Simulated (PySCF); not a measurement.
**Where the electron goes**

Compound: H3O2P.
Geometry (PBE0-D3(BJ)/def2-SVP, Å), atoms numbered from 1 in this order:
```xyz
6
H3O2P angstrom
O     -1.189    1.345   -0.333
P     -0.407    0.117   -0.092
O      1.179    0.378    0.109
H     -0.765   -0.642    1.062
H     -0.451   -0.871   -1.121
H      1.702   -0.418    0.263
```

Computed, not measured: TDDFT wB97X-D/def2-SVPD, vertical, gas phase, core orbitals frozen in the response in PySCF.

Frontier orbitals with the atoms that hold most of them (Löwdin shares over 4%, at most four atoms; ? is withheld):

```json
{"orbital": "LUMO+2", "ε (eV)": "2.50", "atoms": "P2 37%, O1 18%, H4 14%, H5 14%"}
{"orbital": "LUMO+1", "ε (eV)": "2.44", "atoms": "P2 28%, H4 24%, H5 24%, O3 12%"}
{"orbital": "LUMO", "ε (eV)": "1.46", "atoms": "?"}
{"orbital": "HOMO", "ε (eV)": "?", "atoms": "O1 62%, P2 20%, H5 8%, H4 8%"}
{"orbital": "HOMO-1", "ε (eV)": "-10.97", "atoms": "?"}
{"orbital": "HOMO-2", "ε (eV)": "-12.24", "atoms": "O3 63%, P2 13%, O1 11%, H4 5%"}
{"orbital": "HOMO-3", "ε (eV)": "-12.97", "atoms": "O1 57%, O3 18%, P2 15%, H5 4%"}
```

(1) Give the leading atoms of the LUMO.

(2) Give the leading atoms of the HOMO-1.

(3) What is the HOMO energy, and the HOMO–LUMO gap?

Answers

(1) O3 (bonded to P and H) 38%; H6 (bonded to O) 20%; P2 (bonded to 2 O and 2 H) 17%; H5 (bonded to P) 9%. By element: oxygen 38% or more, hydrogen 29% or more, phosphorus 17%.

(2) O1 (bonded to P) 75%; P2 (bonded to 2 O and 2 H) 16%; O3 (bonded to P and H) 6%. By element: oxygen 81%, phosphorus 16%.

(3) ε(HOMO) = -10.39 eV; the gap is 11.85 eV (0.4355 hartree).

Task: How does S1 compare with the orbital gap of 11.85 eV?

Result: S1 is at 7.22 eV (f = 0.0069), 4.63 eV below the gap, made of HOMO→LUMO (78%), HOMO→LUMO+3 (15%). Without the coupling terms of the response equations the lowest excitation would equal the gap.

Task: Give energy, strength and leading configuration of S1, S3, S6 and S7, and follow the Löwdin shares of the leading atoms from the occupied to the empty orbital.

Result: 
- S1 (7.22 eV, f 0.0069), HOMO→LUMO (78%): O1 62% → at most 9%, P2 20% → 17%, O3 at most 3% → 38%, H6 at most 3% → 20%
- S3 (8.16 eV, f 0.034), HOMO→LUMO+1 (86%): O1 62% → at most 12%, P2 20% → 28%, H4 8% → 24%
- S6 (8.57 eV, f 0.027), HOMO-2→LUMO (85%): O3 63% → 38%, P2 13% → 17%, H6 at most 5% → 20%
- S7 (8.87 eV, f 0.012), HOMO-1→LUMO+1 (92%): O1 75% → at most 12%, P2 16% → 28%, H4 at most 4% → 24%

One conformer stands for the species.
